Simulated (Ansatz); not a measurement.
# CH2N radical (SMILES C=[N]): one structure at several levels

The task here is to estimate one member of a computed series from the others.

Program: Ansatz 0.2.0, Gaussian basis. Level of theory: single points in def2-TZVPP. These are calculated values, not measurements.

Correlated methods freeze the cores. Orbitals are unrestricted. B3LYP uses VWN-RPA correlation.

## The system as given

SMILES `C=[N]`, 4 atoms, charge 0, spin multiplicity 2.

Atoms are counted from 1 here; the program's logs count them from 0.

Bond lengths: C1–N2 1.199 Å, C1–H3 1.178 Å, C1–H4 0.989 Å. Angles: N2–C1–H3 114.8°, N2–C1–H4 129.9°, H3–C1–H4 106.6°.

Geometry (Å):

```
C     0.1183   -0.0275   -0.0681
N     0.7394    0.5510    0.7791
H    -0.8986    0.4842   -0.3705
H     0.0016   -0.9977   -0.2183
```

Set-up of the first run:

run/in.yaml reads:

```yaml
crystal:
  periodic: [false, false, false]
  atoms:
    - {symbol: C, position_ang: [0.118300, -0.027500, -0.068100]}
    - {symbol: N, position_ang: [0.739400, 0.551000, 0.779100]}
    - {symbol: H, position_ang: [-0.898600, 0.484200, -0.370500]}
    - {symbol: H, position_ang: [0.001600, -0.997700, -0.218300]}
basis:
  gaussian: {orbitals: def2-TZVPP}
magnetization: {spin_polarized: true, initial_magnetization: 1}
correlation: {method: ccsd_t}
scf: {omitted_lower_state_checks: [cluster_reference]}
output: {forces: true}
```

No record of the launch command was kept for these runs.

Steps of the session up to this table: CCSD(T)/def2-TZVPP; PBE0-D4/def2-TZVPP; wB97M-V/def2-TZVPP; r2SCAN-D4/def2-TZVPP; PBE-D4/def2-TZVPP; B3LYP-D4/def2-TZVPP; HSE06-D4/def2-TZVPP.

One of the session's tables, all rows but one given; the rest of the session is left out.

```
   method  RMS force component (eV/Å)  angle to CCSD(T) forces (°)  dipole (D)
  CCSD(T)                       2.521                    reference        2.40
  PBE0-D4                           ?                            ?           ?
  wB97M-V                       2.349                          9.5        2.44
r2SCAN-D4                       2.360                          8.0        2.44
   PBE-D4                       2.420                          7.3        2.42
 B3LYP-D4                       2.340                          8.8        2.45
 HSE06-D4                       2.382                          9.2        2.44
```

Q: Estimate the row for PBE0-D4 from the others.

The run gave: RMS force component (eV/Å): 2.381; angle to CCSD(T) forces (°): 9.3; dipole (D): 2.44. In the column «RMS force component (eV/Å)» it lies between r2SCAN-D4 (2.360) and HSE06-D4 (2.382).

Caveats from the session: The unrestricted reference is spin-contaminated, which hurts MP2 most.
